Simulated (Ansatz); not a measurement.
Ansatz (a program for electronic structure) input (B3LYP-D3(BJ)/def2-TZVP):

Ansatz 0.2 input:
```yaml
crystal:
  periodic: [false, false, false]
  atoms:
    - {symbol: C, position_ang: [-0.00000000, -0.00000000, -0.71905699]}
    - {symbol: N, position_ang: [0.00000000, 0.00000000, 0.41165659]}
    - {symbol: H, position_ang: [0.00000000, 0.00000000, 1.43274585]}
basis:
  gaussian:
    orbitals: def2-TZVP
hamiltonian:
  xc: b3lyp
  dispersion: d3bj
total_charge: 1
magnetization: {spin_polarized: true, initial_magnetization: 1}
phonons: {temperatures: {t_min: 298.15, t_max: 298.15, t_step: 100}}
```

Output:

```
Functional definition: B3LYP
integrals: 0.01 GiB planned
379 factors; their error is unknown
mean field: 0.14 GiB planned
mean field evaluation 1: about -2517.0812 eV, gradient 6.3e1 eV
mean field evaluation 2: about -2478.4046 eV, gradient 9.8e1 eV
mean field evaluation 4: about -2530.3826 eV, gradient 6.1e0 eV
mean field evaluation 8: about -2530.5361 eV, gradient 6.6e-2 eV
mean field evaluation 16: about -2530.5416 eV, gradient 2.5e-5 eV
mean field -2530.54163539 eV, -92.9956898377 hartree, gradient 2.5e-5 eV, S^2 0.772231; 0 other end points of the search recorded, 0 dependent functions left out
the calculation of the forces begins
reference -2530.54177900 eV, -92.9956951156 hartree; 7, 6 occupied and 61, 62 virtual orbitals, 379 factors
these checks for a lower state are left out or cut short: stability, starts, cluster_reference, orbital_swaps, neighbouring_geometries, increment
integrals: 0.01 GiB planned
379 factors; their error is unknown
mean field: 0.14 GiB planned
mean field -2530.54163263 eV, -92.9956897364 hartree, gradient 2.1e-6 eV, S^2 0.772232; 0 other end points of the search recorded, 0 dependent functions left out
the calculation of the forces begins
reference -2530.54177625 eV, -92.9956950143 hartree; 7, 6 occupied and 61, 62 virtual orbitals, 379 factors
these checks for a lower state are left out or cut short: stability, starts, cluster_reference, orbital_swaps, neighbouring_geometries, increment
integrals: 0.01 GiB planned
379 factors; their error is unknown
mean field: 0.14 GiB planned
mean field evaluation 32: about -2530.5416 eV, gradient 2.1e-6 eV
mean field -2530.54163263 eV, -92.9956897364 hartree, gradient 2.1e-6 eV, S^2 0.772232; 0 other end points of the search recorded, 0 dependent functions left out
the calculation of the forces begins
reference -2530.54177625 eV, -92.9956950143 hartree; 7, 6 occupied and 61, 62 virtual orbitals, 379 factors
these checks for a lower state are left out or cut short: stability, starts, cluster_reference, orbital_swaps, neighbouring_geometries, increment
integrals: 0.01 GiB planned
379 factors; their error is unknown
mean field: 0.14 GiB planned
mean field -2530.54163263 eV, -92.9956897364 hartree, gradient 2.1e-6 eV, S^2 0.772232; 0 other end points of the search recorded, 0 dependent functions left out
the calculation of the forces begins
reference -2530.54177625 eV, -92.9956950143 hartree; 7, 6 occupied and 61, 62 virtual orbitals, 379 factors
these checks for a lower state are left out or cut short: stability, starts, cluster_reference, orbital_swaps, neighbouring_geometries, increment
integrals: 0.01 GiB planned
379 factors; their error is unknown
mean field: 0.14 GiB planned
mean field -2530.54163263 eV, -92.9956897364 hartree, gradient 2.1e-6 eV, S^2 0.772232; 0 other end points of the search recorded, 0 dependent functions left out
the calculation of the forces begins
reference -2530.54177625 eV, -92.9956950143 hartree; 7, 6 occupied and 61, 62 virtual orbitals, 379 factors
these checks for a lower state are left out or cut short: stability, starts, cluster_reference, orbital_swaps, neighbouring_geometries, increment
integrals: 0.01 GiB planned
379 factors; their error is unknown
mean field: 0.14 GiB planned
mean field -2530.54120132 eV, -92.9956738861 hartree, gradient 3.0e-6 eV, S^2 0.771866; 0 other end points of the search recorded, 0 dependent functions left out
the calculation of the forces begins
reference -2530.54134492 eV, -92.9956791632 hartree; 7, 6 occupied and 61, 62 virtual orbitals, 379 factors
these checks for a lower state are left out or cut short: stability, starts, cluster_reference, orbital_swaps, neighbouring_geometries, increment
integrals: 0.01 GiB planned
379 factors; their error is unknown
mean field: 0.14 GiB planned
mean field evaluation 64: about -2530.5412 eV, gradient 2.3e-6 eV
mean field -2530.54121438 eV, -92.9956743661 hartree, gradient 2.3e-6 eV, S^2 0.772604; 0 other end points of the search recorded, 0 dependent functions left out
the calculation of the forces begins
reference -2530.54135802 eV, -92.9956796447 hartree; 7, 6 occupied and 61, 62 virtual orbitals, 379 factors
these checks for a lower state are left out or cut short: stability, starts, cluster_reference, orbital_swaps, neighbouring_geometries, increment
integrals: 0.01 GiB planned
379 factors; their error is unknown
mean field: 0.14 GiB planned
mean field -2530.54162314 eV, -92.9956893876 hartree, gradient 2.0e-6 eV, S^2 0.772232; 0 other end points of the search recorded, 0 dependent functions left out
the calculation of the forces begins
reference -2530.54176676 eV, -92.9956946654 hartree; 7, 6 occupied and 61, 62 virtual orbitals, 379 factors
these checks for a lower state are left out or cut short: stability, starts, cluster_reference, orbital_swaps, neighbouring_geometries, increment
integrals: 0.01 GiB planned
379 factors; their error is unknown
mean field: 0.14 GiB planned
mean field -2530.54162314 eV, -92.9956893876 hartree, gradient 2.0e-6 eV, S^2 0.772232; 0 other end points of the search recorded, 0 dependent functions left out
the calculation of the forces begins
reference -2530.54176676 eV, -92.9956946654 hartree; 7, 6 occupied and 61, 62 virtual orbitals, 379 factors
these checks for a lower state are left out or cut short: stability, starts, cluster_reference, orbital_swaps, neighbouring_geometries, increment
integrals: 0.01 GiB planned
379 factors; their error is unknown
mean field: 0.14 GiB planned
mean field -2530.54162314 eV, -92.9956893876 hartree, gradient 2.0e-6 eV, S^2 0.772232; 0 other end points of the search recorded, 0 dependent functions left out
the calculation of the forces begins
reference -2530.54176676 eV, -92.9956946654 hartree; 7, 6 occupied and 61, 62 virtual orbitals, 379 factors
these checks for a lower state are left out or cut short: stability, starts, cluster_reference, orbital_swaps, neighbouring_geometries, increment
integrals: 0.01 GiB planned
379 factors; their error is unknown
mean field: 0.14 GiB planned
mean field evaluation 96: about -2530.5416 eV, gradient 2.0e-6 eV
mean field -2530.54162314 eV, -92.9956893876 hartree, gradient 2.0e-6 eV, S^2 0.772232; 0 other end points of the search recorded, 0 dependent functions left out
the calculation of the forces begins
reference -2530.54176676 eV, -92.9956946654 hartree; 7, 6 occupied and 61, 62 virtual orbitals, 379 factors
these checks for a lower state are left out or cut short: stability, starts, cluster_reference, orbital_swaps, neighbouring_geometries, increment
integrals: 0.01 GiB planned
379 factors; their error is unknown
mean field: 0.14 GiB planned
mean field -2530.54106868 eV, -92.9956690116 hartree, gradient 2.3e-6 eV, S^2 0.772606; 0 other end points of the search recorded, 0 dependent functions left out
the calculation of the forces begins
reference -2530.54121230 eV, -92.9956742895 hartree; 7, 6 occupied and 61, 62 virtual orbitals, 379 factors
these checks for a lower state are left out or cut short: stability, starts, cluster_reference, orbital_swaps, neighbouring_geometries, increment
integrals: 0.01 GiB planned
379 factors; their error is unknown
mean field: 0.14 GiB planned
mean field -2530.54106506 eV, -92.9956688785 hartree, gradient 3.0e-6 eV, S^2 0.771864; 0 other end points of the search recorded, 0 dependent functions left out
the calculation of the forces begins
reference -2530.54120867 eV, -92.9956741563 hartree; 7, 6 occupied and 61, 62 virtual orbitals, 379 factors
these checks for a lower state are left out or cut short: stability, starts, cluster_reference, orbital_swaps, neighbouring_geometries, increment
integrals: 0.01 GiB planned
379 factors; their error is unknown
mean field: 0.14 GiB planned
mean field -2530.54163201 eV, -92.9956897135 hartree, gradient 2.1e-6 eV, S^2 0.772231; 0 other end points of the search recorded, 0 dependent functions left out
the calculation of the forces begins
reference -2530.54177562 eV, -92.9956949914 hartree; 7, 6 occupied and 61, 62 virtual orbitals, 379 factors
these checks for a lower state are left out or cut short: stability, starts, cluster_reference, orbital_swaps, neighbouring_geometries, increment
integrals: 0.01 GiB planned
379 factors; their error is unknown
mean field: 0.14 GiB planned
mean field evaluation 128: about -2530.5416 eV, gradient 2.1e-6 eV
mean field -2530.54163201 eV, -92.9956897135 hartree, gradient 2.1e-6 eV, S^2 0.772231; 0 other end points of the search recorded, 0 dependent functions left out
the calculation of the forces begins
reference -2530.54177562 eV, -92.9956949914 hartree; 7, 6 occupied and 61, 62 virtual orbitals, 379 factors
these checks for a lower state are left out or cut short: stability, starts, cluster_reference, orbital_swaps, neighbouring_geometries, increment
integrals: 0.01 GiB planned
379 factors; their error is unknown
mean field: 0.14 GiB planned
mean field -2530.54163201 eV, -92.9956897135 hartree, gradient 2.1e-6 eV, S^2 0.772231; 0 other end points of the search recorded, 0 dependent functions left out
the calculation of the forces begins
reference -2530.54177562 eV, -92.9956949914 hartree; 7, 6 occupied and 61, 62 virtual orbitals, 379 factors
these checks for a lower state are left out or cut short: stability, starts, cluster_reference, orbital_swaps, neighbouring_geometries, increment
integrals: 0.01 GiB planned
379 factors; their error is unknown
mean field: 0.14 GiB planned
mean field -2530.54163201 eV, -92.9956897135 hartree, gradient 2.1e-6 eV, S^2 0.772231; 0 other end points of the search recorded, 0 dependent functions left out
the calculation of the forces begins
reference -2530.54177562 eV, -92.9956949914 hartree; 7, 6 occupied and 61, 62 virtual orbitals, 379 factors
these checks for a lower state are left out or cut short: stability, starts, cluster_reference, orbital_swaps, neighbouring_geometries, increment
integrals: 0.01 GiB planned
379 factors; their error is unknown
mean field: 0.14 GiB planned
mean field -2530.54150919 eV, -92.9956852000 hartree, gradient 2.0e-6 eV, S^2 0.772230; 0 other end points of the search recorded, 0 dependent functions left out
the calculation of the forces begins
reference -2530.54165282 eV, -92.9956904784 hartree; 7, 6 occupied and 61, 62 virtual orbitals, 379 factors
these checks for a lower state are left out or cut short: stability, starts, cluster_reference, orbital_swaps, neighbouring_geometries, increment
integrals: 0.01 GiB planned
379 factors; their error is unknown
mean field: 0.14 GiB planned
mean field evaluation 160: about -2530.5415 eV, gradient 2.1e-6 eV
mean field -2530.54149980 eV, -92.9956848550 hartree, gradient 2.1e-6 eV, S^2 0.772233; 0 other end points of the search recorded, 0 dependent functions left out
the calculation of the forces begins
reference -2530.54164340 eV, -92.9956901322 hartree; 7, 6 occupied and 61, 62 virtual orbitals, 379 factors
Total energy: -2530.58556237 eV, -92.9973041247 hartree
Atom 0 at    -0.000000    -0.000000    -0.719057 Å, force     0.000000     0.000000     0.000241 eV/Å
Atom 1 at     0.000000     0.000000     0.411657 Å, force    -0.000000    -0.000000    -0.000160 eV/Å
Atom 2 at     0.000000     0.000000     1.432746 Å, force    -0.000000     0.000000    -0.000081 eV/Å
Dipole moment:    -0.000000    -0.000000     0.079341 e Å
Vibrations: 622.93 622.93 2319.19 3542.89 cm⁻¹, zero-point energy 0.440637 eV
```
